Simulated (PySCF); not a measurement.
# Gas-phase XPS of `N#C[C@@H]1CS1`, computed

C3H3NS.
SMILES with atom numbers: `[N:1]#[C:2][C@@H:3]1[CH2:4][S:5]1`

Method used: delta-SCF UKS SCAN, pcX-2 on the ionised atom, pcseg-1 elsewhere, spin-free X2C (PySCF). These are vertical core ionisation energies against the vacuum level, from separate self-consistent calculations with and without the core hole.

Task: What binding energy does each computed site have?

Result: 
```json
{"atom(s)": "C4", "environment": "sp3 carbon bound to sulfur", "level": "C 1s", "binding energy (eV)": "292.49", "above the level's lowest (eV)": "0.00", "count": "1"}
{"atom(s)": "C2", "environment": "nitrile carbon", "level": "C 1s", "binding energy (eV)": "292.61", "above the level's lowest (eV)": "+0.12", "count": "1"}
{"atom(s)": "C3", "environment": "sp3 carbon bound to sulfur", "level": "C 1s", "binding energy (eV)": "293.29", "above the level's lowest (eV)": "+0.80", "count": "1"}
{"atom(s)": "N1", "environment": "nitrile nitrogen", "level": "N 1s", "binding energy (eV)": "405.31", "above the level's lowest (eV)": "0.00", "count": "1"}
{"atom(s)": "S5", "environment": "sulfide sulfur", "level": "S 1s", "binding energy (eV)": "2477.85", "above the level's lowest (eV)": "0.00", "count": "1"}
```

The listed C 1s values span 0.80 eV, from C4 (bonded to S, C and 2 H) to C3 (bonded to S, 2 C and H). The widest gap between neighbouring values is 0.68 eV, between 292.61 and 293.29 eV. Summing the Pauling electronegativity differences to the bonded atoms, each weighted by its formal bond order, gives -0.67 for the lowest site and -0.32 for the highest; the largest sum, +1.47, belongs to C2, 0.68 eV below the top.

Task: Which effective nuclear charge Zeff reproduces each element's mean 1s value in the hydrogen-like formula E = 13.606 eV × Zeff²?

Result: C (Z = 6): mean 292.8 eV, Zeff = 4.64, Z − Zeff = 1.36; N (Z = 7): mean 405.3 eV, Zeff = 5.46, Z − Zeff = 1.54; S (Z = 16): mean 2477.9 eV, Zeff = 13.50, Z − Zeff = 2.50. Means run over the listed sites, weighted by atom count.

Task: What is the longest wavelength that can ionise N 1s of N1 vertically?

Result: λ = hc/E = 12398.42 eV Å / 405.31 eV = 30.590 Å.

Not every level is listed. Isolated species at its PBE0-D3(BJ)/def2-SVP geometry, gas phase.
